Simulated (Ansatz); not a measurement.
Input for Ansatz (development build ahead of 0.2.0):

```yaml
crystal:
  periodic: [false, false, false]
  atoms:
    - { symbol: Li, position_ang: [0.0, 0.0, -1.14919] }
    - { symbol: B, position_ang: [0.0, 0.0, 1.14919] }
basis:
  gaussian: { orbitals: def2-SVP }
magnetization:
  initial_magnetization: 2
hamiltonian:
  xc: hf
correlation:
  method: ccsd_t
  frozen_orbitals: { B: 1, Li: 0 }
```

The input is written out in the form of the current development build from the run's settings. Correlation on restricted open-shell orbitals is semicanonical, with singles.

The run gave:

```json
{
  "Converged": "yes",
  "Reference energy": "-31.95229 hartree",
  "Correlation energy": "-0.06892 hartree",
  "Total energy": "-32.02121 hartree",
  "Stability test": "minimum among restricted orbitals"
}
```
